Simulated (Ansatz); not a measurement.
**CH₂NSi radical: small, medium and large basis sets**

An exercise on one series of results from a longer session: the logs are not shown, and one member is left open.

The runs use Ansatz 0.2.0, Gaussian basis; one geometry, several basis sets.

Levels to be run: PBE0-D4/def2-SVP; ωB97M-V/def2-SVP; PBE0-D4/def2-QZVPP; ωB97M-V/def2-QZVPP; the functionals' def2-TZVPP values are taken from earlier runs.

**The relaxed structure**

All runs share one geometry, relaxed beforehand with PBE0-D4 in a triple-zeta def2 set.

SMILES `N#C[SiH2]`, 5 atoms, charge 0, spin multiplicity 2.

Atoms are counted from 1 here; the program's logs count them from 0.

Bond lengths: N1–C2 1.155 Å, C2–Si3 1.830 Å, Si3–H4 1.480 Å, Si3–H5 1.480 Å. Angles: N1–C2–Si3 175.8°, C2–Si3–H4 109.4°, C2–Si3–H5 109.4°, H4–Si3–H5 114.2°.

The first run:

Contents of in.yaml:

```yaml
crystal:
  periodic: [false, false, false]
  atoms:
    - {symbol: N, position_ang: [1.041803, -1.219225, 1.572294]}
    - {symbol: C, position_ang: [0.565929, -0.625153, 0.703857]}
    - {symbol: Si, position_ang: [-0.091985, 0.267788, -0.751947]}
    - {symbol: H, position_ang: [-1.455368, -0.223010, -1.053669]}
    - {symbol: H, position_ang: [-0.010379, 1.726001, -0.511834]}
basis:
  gaussian: {orbitals: def2-SVP}
magnetization: {spin_polarized: true, initial_magnetization: 1}
hamiltonian: {xc: pbe0, dispersion: d4}
output: {orbitals: {seedname: orbitals}}
```

Steps of the session up to this table: PBE0-D4 in def2-SVP; ωB97M-V in def2-SVP; PBE0-D4 in def2-QZVPP; ωB97M-V in def2-QZVPP.

One table of the session follows, with a row left open; its other results are not shown here.

It belongs to the step «Density functionals: the series». 

```
functional       basis  HOMO (eV)  LUMO (eV)
   PBE0-D4    def2-SVP      -7.15      -3.46
   PBE0-D4  def2-TZVPP          ?          ?
   PBE0-D4  def2-QZVPP      -7.22      -3.53
   ωB97M-V    def2-SVP      -8.84      -1.72
   ωB97M-V  def2-TZVPP      -8.94      -1.84
   ωB97M-V  def2-QZVPP      -8.95      -1.88
```

**Question.** Estimate the row for PBE0-D4, def2-TZVPP.

**Answer.** HOMO (eV): -7.21; LUMO (eV): -3.52. In the column «HOMO (eV)» it lies between PBE0-D4, def2-QZVPP (-7.22) and PBE0-D4, def2-SVP (-7.15).
